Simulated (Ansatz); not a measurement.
Relaxed structures of SiH₂SO, singlet (PBE0-D4/def2-TZVP; forces vanish, vibrations not checked; lower isomers may exist, and structures with a doubtful reference or unclear bonds are left out; Å). Program: Ansatz 0.2.0. Basis: def2-TZVPP. Cores are frozen in the correlated methods.

(1) Rank them by CCSD(T) energy, lowest first, and give each one's height above the lowest. Links in brackets join atoms within 1.22 times the sum of their covalent radii (1.1 for two metals). (Judge from chemistry; the value comes from the calculation.)
A.
SiH₂SO ([OH][SiH][S])
```
5
angstrom
O -0.4589 -0.0331 -1.1172
Si 0.2522 0.1668 0.3283
S 1.4845 1.5734 0.7956
H -1.0552 -0.7799 -1.2162
H -0.2225 -0.9271 1.2094
```
B.
SiH₂SO ([O][SiH][SH])
```
5
angstrom
O -0.4735 -0.0739 -1.0717
Si 0.2710 0.2527 0.2049
S 1.5479 1.8938 0.4380
H 1.8256 1.5737 1.7151
H 0.2126 -0.5250 1.4655
```
C.
SiH₂SO ([OH][Si][SH])
```
5
angstrom
O 0.0479 0.2095 -0.9149
Si -0.0103 0.0912 0.7413
S 1.5932 1.4471 1.2042
H -0.6035 -0.3287 -1.3727
H 1.8700 1.7392 -0.0803
```

T1 diagnostic: at most 0.019.

Answers

(1) The calculation gives: A (0.00 kcal/mol), C (9.23 kcal/mol), B (17.46 kcal/mol). Heights count from the lowest.

For scale, one of the runs: CCSD(T)/def2-TZVPP, 143 basis functions, launched by `ansatz run in.yaml --threads 2 --pin off --events-out ev --progress --plain --max-ram 4352MiB`. Time: 4.8 s of wall clock on 2 CPU threads of an Intel Xeon 6975P-C; the host was shared. Peak host memory: 0.89 GiB.
